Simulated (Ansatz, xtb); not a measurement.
AlH2N2+: where a starting geometry ends

The starting geometry of this gas-phase singlet has its atoms placed at random.

```xyz
5

Al   -0.9796   -0.5460   -0.0639
N     1.6980    0.1926    0.0884
N    -0.7762   -0.2449    1.5691
H     0.1902   -1.6093    1.2852
H    -0.8311    0.3096   -1.6396
```

Q: Guess where an optimisation with r2SCAN-D4/def2-SVP ends from this start.

A: It ends as a structure given below by its coordinates. Distances that change by over a tenth: Al1–N3 (1.67 → 1.84 Å), Al1–H5 (1.80 → 1.55 Å). Contacts that close: Al1–N2 (2.78 → 1.88 Å), N2–N3 (2.92 → 1.26 Å), N3–H4 (1.70 → 1.04 Å).

The energy falls by 12.59 eV over 14 steps:

| step | E − E(last) (eV) |
| --- | --- |
| 1 | 12.585 |
| 2 | 10.087 |
| 4 | 6.318 |
| 5 | 4.135 |
| 7 | 1.449 |
| 8 | 0.510 |
| 10 | 0.008 |
| 11 | 0.002 |
| 13 | 0.000 |
| 14 | 0.000 |

Final geometry (Å):

```xyz
5

Al   -0.4090    0.0204   -0.5827
N     0.9526   -0.0026    0.7177
N     0.0189   -0.8020    1.0081
H     0.0874   -1.3625    1.8848
H    -1.3486    0.2488   -1.7887
```

From the same start GFN2-xTB reaches the same bonding as this run.

From so rough a start the end depends on the optimiser's path, so another program may land elsewhere. The end wasn't checked by frequencies. Run with Ansatz 0.2.0, 38 s on 1 thread of Arm Neoverse N1, with other jobs on the host.
